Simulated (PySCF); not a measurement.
# PH₅O, a complex of two parts: interaction energy

One table from this session's results is given with a row withheld; the runs are named, their logs left out.

Computed with PySCF 2.14.0; each step states its level. No surroundings beyond the atoms listed, unless a continuum is named. Atoms count from 0, parts from 1.

### The system as given

7 atoms, charge 0, multiplicity 1; geometry: GFN2-xTB. Parts: 1 = atoms 0–2, `O`, charge 0; 2 = atoms 3–6, `P`, charge 0.

The first run:

The job: settings as JSON, then the geometry in Å.

```
{"job": {"xc": "PBE0", "basis": "def2-TZVPD", "d3": "d3bj", "grid": 3, "kind": "geom", "shake": 0.01}, "charge": 0, "multiplicity": 1, "parts": [{"atoms": "0-2", "charge": 0, "multiplicity": 1}, {"atoms": "3-6", "charge": 0, "multiplicity": 1}]}
O      0.004398     0.300380    -0.029763
H     -0.802162    -0.235772     0.001300
H      0.728952    -0.252453     0.023762
P      2.401544     2.912950    -0.190454
H      1.133379     2.300830    -0.064289
H      1.859931     4.168006     0.125563
H      2.199518     3.119093    -1.545801
```

The run is started by

```bash
$ OMP_NUM_THREADS=1 python cluster_run.py task.json out
```

This one command runs all jobs of the session in turn.

Steps of the session up to this table: Geometry optimisation at PBE0-D3(BJ)/def2-TZVPD; Coupled-cluster interaction energy: CCSD(T) and MP2, 2.67 Å; Coupled-cluster interaction energy: CCSD(T) and MP2, 2.80 Å; Coupled-cluster interaction energy: CCSD(T) and MP2, 2.94 Å; Coupled-cluster interaction energy: CCSD(T) and MP2, 2.54 Å; Coupled-cluster interaction energy: CCSD(T) and MP2, 3.33 Å; Coupled-cluster interaction energy: CCSD(T) and MP2, 2.40 Å; Coupled-cluster interaction energy: CCSD(T) and MP2, 4.00 Å; Coupled-cluster interaction energy: CCSD(T) and MP2, 5.34 Å.

One table of the session follows, with a row left open; its other results are not shown here.

It belongs to the step «Coupled-cluster interaction energy: CCSD(T) and MP2, 5.34 Å». 

```
                 method  interaction energy (kcal/mol)
         HF/aug-cc-pVDZ                         -0.102
        MP2/aug-cc-pVDZ                         -0.115
       CCSD/aug-cc-pVDZ                              ?
    CCSD(T)/aug-cc-pVDZ                         -0.108
         HF/aug-cc-pVQZ                         -0.096
        MP2/aug-cc-pVQZ                         -0.115
    SCS-MP2/aug-cc-pVQZ                         -0.107
      MP2, extrapolated                         -0.117
CCSD(T), limit estimate                         -0.110
```

**Question.** Estimate the row for CCSD/aug-cc-pVDZ.

The run gave: interaction energy (kcal/mol): -0.106. In the column «interaction energy (kcal/mol)» it lies between SCS-MP2/aug-cc-pVQZ (-0.107) and HF/aug-cc-pVDZ (-0.102).
